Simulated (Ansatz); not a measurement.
C₂H₃ClFN (`C/N=C(\F)Cl`) at its PBE0-D4/def2-TZVP geometry, where that method's forces vanish. Total charge 0; spin multiplicity 1.

```xyz
8

C    -0.1845   -0.4526   -0.9979
N    -0.1191   -0.5638    0.4393
C     0.1816    0.4058    1.1414
F     0.4752    1.6330    0.7041
Cl    0.2790    0.3494    2.8482
H     0.5055   -1.1797   -1.4313
H     0.0516    0.5421   -1.3840
H    -1.1893   -0.7341   -1.3197
```

What forces (eV/Å) does r2SCAN-D4/def2-TZVPP give on these atoms in Ansatz 0.2.0? (An estimate is asked.)

The calculation gave: 
```
C1  -0.007  0.022 -0.189
N2  -0.094 -0.352 -0.019
C3  -0.017 -0.098  0.125
F4   0.100  0.413 -0.122
Cl5  0.016  0.009  0.210
H6  -0.016  0.008  0.000
H7  -0.001 -0.001 -0.002
H8   0.018 -0.001 -0.002
```
